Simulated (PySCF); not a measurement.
Compound: C2H8Al (charge -1).
Structure used (PBE0-D3(BJ)/def2-SVP), in Å, numbered top down from 1:
```xyz
11
C2H8Al angstrom
C     -1.4586    0.2328   -0.3403
C     -0.3953   -0.4410    0.5228
Al     1.5222   -0.0593   -0.0502
H     -2.5059    0.0192   -0.0372
H     -1.3445    1.3318   -0.3309
H     -1.3675   -0.0725   -1.3985
H     -0.5213   -0.1251    1.5779
H     -0.5618   -1.5366    0.5273
H      1.7299   -0.5756   -1.6089
H      2.5771   -0.8505    0.9462
H      1.7943    1.5706    0.0300
```

The closed-shell ground state was solved at several levels (PySCF, density fitting, gas phase, non-relativistic). The geometry's basis has no diffuse functions, a weakness for an anion. No diffuse functions stand in pcSseg-1 and pcSseg-2, which bears on an anion's orbital energies.

| level | basis functions | HOMO (eV) | LUMO (eV) | gap (eV) |
| --- | --- | --- | --- | --- |
| B3LYP/def2-SVPD | 128 | -1.86 | 3.84 | 5.70 |
| PBE0/pcSseg-1 | 98 | -2.00 | 5.47 | 7.47 |

Problem. What might PBE/pcSseg-2 (227 basis functions) give for the same quantities?

Solution. HOMO -0.88 eV, LUMO 3.64 eV, gap 4.52 eV.

Problem. Over all these levels, which gives the widest orbital gap and which the narrowest?

Solution. PBE0/pcSseg-1 (global hybrid, 25 % exact exchange) has the widest, 7.47 eV, and PBE/pcSseg-2 (GGA) the narrowest, 4.52 eV. Functional and basis both differ between the two, so the spread mixes both effects.
